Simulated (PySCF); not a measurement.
PySCF input:

```python
from pyscf import gto, scf, dft

mol = gto.M(
    atom='''
    Si    0.00223457   -0.00101284    0.09492492
    H     0.00260731    1.28256971   -0.65129472
    H    -0.03389125   -1.26838990   -0.67765412
    ''',
    basis='def2-tzvpd',
    charge=0,
    spin=2,
    verbose=4,
)

mf = dft.UKS(mol, xc='tpss').density_fit(auxbasis='def2-universal-jkfit')
mf.grids.level = 3
mf.conv_tol = 1e-9
mf.max_cycle = 100
mf.max_memory = 1500
mf.kernel()
if not mf.converged:
    mf = mf.newton()
    mf.kernel(mf.make_rdm1())
for _ in range(2):
    mo, _, stable, _ = mf.stability(return_status=True)
    if stable:
        break
    mf.kernel(mf.make_rdm1(mo, mf.mo_occ))
mf.analyze()
```

Q: What final total energy does it print?

A: -290.61513 Eh (TPSS/def2-TZVPD).

This is an excited triplet: at this geometry the singlet lies 0.46 eV lower at CCSD(T)/CBS(aug-cc-pV(T+d)Z,aug-cc-pV(Q+d)Z).
